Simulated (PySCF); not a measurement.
Species: C₃H₂FNO.
InChI=1S/C3H2FNO/c4-3-1-5-6-2-3/h1-2H

Level of theory: MP2 and CCSD/aug-cc-pVDZ in PySCF, restricted Hartree–Fock reference, frozen core, non-relativistic, gas phase, PBE0-D3(BJ)/def2-SVP geometry.

E(HF) = -343.47057 Eh.

(1) How large is the problem?

(2) What are the MP2 and CCSD correlation energies?

(3) What is the T1 diagnostic?

(4) How does correlation change the dipole moment?

Answers

(1) 156 basis functions and 44 electrons; 6 orbitals frozen, which leaves o = 16 correlated occupied and v = 134 virtual orbitals. That is o·v = 2144 singles and o·v(o·v + 1)/2 = 2299440 distinct closed-shell doubles amplitudes before symmetry; the costliest CCSD step grows as o²v⁴ = 8.3 × 10^10.

(2) MP2 -0.9646 Eh and CCSD -0.9790 Eh, which gives totals of -344.43518 and -344.44956 Eh. That is 0.832 eV for each correlated electron at CCSD (2570 kJ/mol in all, 0.284 % of the total energy); MP2 gives 98.5 % of the CCSD value.

(3) 0.0159, below the customary warning level of 0.02. It is the norm of the spatial-orbital singles amplitudes over the root of the number of correlated electrons, so the norm is 0.090.

(4) HF gives 1.69 D and CCSD (unrelaxed density) 1.58 D, a change of -0.11 D.

No triples correction and no basis-set extrapolation were made.

The job also held the EOM ionisation roots. On one thread, Arm Neoverse V2, on a shared host, this took 7.0 min of wall time.
